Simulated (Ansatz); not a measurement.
# HLiN: the cost of one run

The runs use Ansatz 0.2.0, Gaussian basis; PBE0-D4/def2-SVPD.

## Step 1: Starting geometry

SMILES `[Li][NH-]`, 3 atoms, charge -1, spin multiplicity 1.

Atoms are counted from 1 here; the program's logs count them from 0.

Bond lengths: Li1–N2 1.618 Å, N2–H3 1.042 Å. Angles: Li1–N2–H3 154.2°.

Geometry (Å):

```xyz
3
HLiN
Li   -1.0866    0.7168   -0.5130
N     0.2343    0.0422    0.1328
H     0.8523   -0.7589    0.3802
```

## Step 2: The run

md/in.yaml reads:

```yaml
crystal:
  periodic: [false, false, false]
  atoms:
    - {symbol: Li, position_ang: [-1.086600, 0.716760, -0.512980]}
    - {symbol: N, position_ang: [0.234270, 0.042160, 0.132770]}
    - {symbol: H, position_ang: [0.852330, -0.758920, 0.380200]}
basis:
  gaussian: {orbitals: def2-SVPD}
total_charge: -1
hamiltonian: {xc: pbe0, dispersion: d4}
md: {n_steps: 30, timestep: 1.0, temperature: 200, ensemble: nve, seed: 184, initial_velocities: maxwell_boltzmann}
```

The run is started by

```bash
$ ansatz run in.yaml --threads 2 --pin off --events-out ev --progress --plain --max-ram 3481MiB
```

Q: Estimate wall time and peak memory on 2 threads of Arm Neoverse V1, shared host.

About 12 s, with a peak of 0.08 GiB.
